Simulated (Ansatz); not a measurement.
A run of Ansatz (development build ahead of 0.2.0) on doublet BO at this shape:

```xyz
2

B     0.0000    0.0000    0.0000
O     0.0000    0.0000    1.6400
```

Its results:

```json
{"Converged": "yes", "Reference energy": "-99.31274 hartree", "Correlation energy": "-0.20379 hartree", "Total energy": "-99.51653 hartree", "Spin squared of the determinant": "0.750", "Stability test": "minimum among restricted orbitals"}
```

Forces (eV/Å):
```
atom     Fx     Fy      Fz
  B1  0.000  0.000   5.204
  O2  0.000  0.000  -5.204
```

(1) Which input gives this output? Name the method, the orbitals and the basis set, and write the input.

Results:

(1) ROHF-MP2 in def2-SVP.

```yaml
crystal:
  periodic: [false, false, false]
  atoms:
    - { symbol: B, position_ang: [0.0, 0.0, 0.0] }
    - { symbol: O, position_ang: [0.0, 0.0, 1.64] }
basis:
  gaussian: { orbitals: def2-SVP }
magnetization:
  initial_magnetization: 1
hamiltonian:
  xc: hf
correlation:
  method: mp2
  frozen_orbitals: { B: 1, O: 1 }
output:
  forces: true
```

Caution: bonds are stretched, where a single reference can fail.
